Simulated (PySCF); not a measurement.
CHO, SMILES O=[CH] (connectivity only; charge and spin as stated), charge +1, multiplicity 1. Atoms are numbered in the order given.

```xyz
3

C      0.0000     0.0000     0.5157
O      0.0000     0.0000    -0.5883
H      0.0000     0.0000     1.6126
```
Charge +1, spin multiplicity 1.

Coordinates come from a r2SCAN-D4/def2-TZVPD optimisation. The isomer is the one that the SMILES or the coordinates give; other isomers of the formula were not compared.

Two levels are set side by side: PBE/pcSseg-2 (PySCF) and HF/pcSseg-2 (PySCF). GIAO shifts against H2O (¹⁷O), TMS (¹H), TMS (¹³C) at the same level; non-relativistic, no solvent, atoms listed together averaged. Differences are taken from unrounded values.

```
quantity               HF    PBE  PBE minus HF
------------------  -----  -----  ------------
δ(¹³C) of C1 (ppm)  150.6  140.1         -10.5
δ(¹⁷O) of O2 (ppm)  368.7  378.2           9.5
δ(¹H) of H3 (ppm)    7.99   7.02         -0.97
```

Rough cost on one machine, each run with all the roots and properties that it gave: HF against PBE within a factor of 2.
